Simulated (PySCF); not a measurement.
## Reproducing measurements on PH3

**Experimental background.**

From NIST CCCBDB Release 22 (SRD 101), experimental dipoles, for the gas: dipole moment (microwave Stark effect) 0.58 D.

The results are set against them at the end.

PH3.
Numbering: `[PH3:1]` (hydrogens: H2, H3, H4 on P1)

Geometry (PBE0-D3(BJ)/def2-SVP, Å), atoms numbered from 1 in this order:
```
atom  x, y, z in Å
P1     0.026   -0.041    0.476
H2    -0.599    1.021   -0.247
H3     1.199   -0.004   -0.337
H4    -0.590   -1.049   -0.327
```

The PySCF runs (gas phase, on this PBE0-D3(BJ)/def2-SVP geometry; no spin–orbit coupling):

```csv
level,job,basis functions,wall time
"PBE0-D3(BJ)/def2-SVP, grid level 1",geometry optimisation from a GFN2-xTB start shaken at random,33,1.1 s
```

Hardware: an Arm Neoverse V2 with one thread (shared host).

## Comparison

**Dipole moment.** Measured: 0.58 D (NIST CCCBDB Release 22 (SRD 101), experimental dipoles).

| level | computed (D) | computed − measured (D) | % (from the printed values) |
| --- | --- | --- | --- |
| PBE0-D3(BJ)/def2-SVP | 0.91 | +0.33 | +57 |

The computed dipoles belong to one fixed geometry; measured ones are averaged over vibrations unless marked μe. Magnitudes are compared, not signs.

No measured geometry was used, and the causes of the misses weren't examined.
